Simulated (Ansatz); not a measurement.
Species: hydrogen isocyanide, CHN, net charge 0, singlet state. 
Geometry from a B3LYP-D3(BJ)/def2-TZVP (Ansatz, a first-principles code) optimisation:
SMILES: [C-]#[NH+]
```xyz
3

C      0.0000     0.0000    -0.7364
N      0.0000     0.0000     0.4276
H      0.0000     0.0000     1.4250
```
Charge 0, spin multiplicity 1.

Basis-set convergence of Hartree-Fock and CCSD(T) correlation energies (hartree) with Ansatz. Cores are frozen in the correlated levels unless marked. Spin-orbit coupling is left out. No relativistic terms.

| basis | functions | E(HF) | E(corr, CCSD(T)) |
|---|---|---|---|
| aug-cc-pVDZ | 55 | -92.87171 | -0.30813 |
| aug-cc-pVTZ | 115 | -92.89388 | -0.36336 |
| aug-cc-pVQZ | 206 | -92.89951 | -0.38025 |

Extrapolating the two largest sets (X = 3 and 4) as X^-3: E(corr) = (64·(-0.38025) - 27·(-0.36336))/37 = -0.3926 Eh, an estimate of the basis-set limit. The largest set recovers 96.9 % of it, the smallest 78.5 %.
